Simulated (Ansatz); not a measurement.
System: hcp Hf. Method: BLYP (Ansatz, a program for electronic structure, PAW).

Numerical settings: plane-wave cutoff 520 eV, 18×18×8 k mesh (along the axes of the cell as run), Fermi–Dirac smearing 0.1 eV, perturbation theory, scalar-relativistic PAW data made under PBE.

Computed at the level's own relaxed cell.

```
Hf
1.0
    3.23258     0.00000     0.00000
   -1.61629     2.79950     0.00000
    0.00000     0.00000     5.10907
Hf
2
Direct
  0.66667   0.33333   0.75000
  0.33333   0.66667   0.25000
```

Harmonic phonon frequencies (cm⁻¹; i marks an imaginary mode):

```tsv
q point	frequencies
Γ	(withheld)
M	(withheld)
K	90 90 99 101 101 139
```

Task: Fill in the missing entries.

Result: 
- Γ, frequencies: 0 0 0 73 73 90
- M, frequencies: 59 65 107 108 111 122

No imaginary mode appears at these points.
